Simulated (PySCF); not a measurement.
Homolysis of single bonds, series B Cl-I. Gas-phase values, no solvent. Strings in code marks are SMILES.

The highest occupied spin orbital from two functionals at the same geometries (PBE0-D3(BJ)/def2-TZVP), both in PySCF: PBE-D3(BJ)/def2-TZVP and PBE0-D3(BJ)/def2-TZVP. 

| species | PBE-D3(BJ)/def2-TZVP (eV) |
|---|---|
| radical fragment (`[Cl]`) | -8.04 |
| radical fragment (`Cl[B]I`) | -4.96 |
| radical fragment (`[I]`) | -6.70 |
| radical fragment (`I[B]I`) | -4.84 |

Problem. What does PBE0-D3(BJ)/def2-TZVP give for each?

Solution. 
- radical fragment (`[Cl]`): -9.54
- radical fragment (`Cl[B]I`): -6.19
- radical fragment (`[I]`): -7.86
- radical fragment (`I[B]I`): -6.02
Over these rows, drawn at random from the members with no instability flagged (it was tested for open shells, ions and some series alone), PBE minus PBE0-D3(BJ): mean +1.27 eV, from +1.15 eV to +1.50 eV.
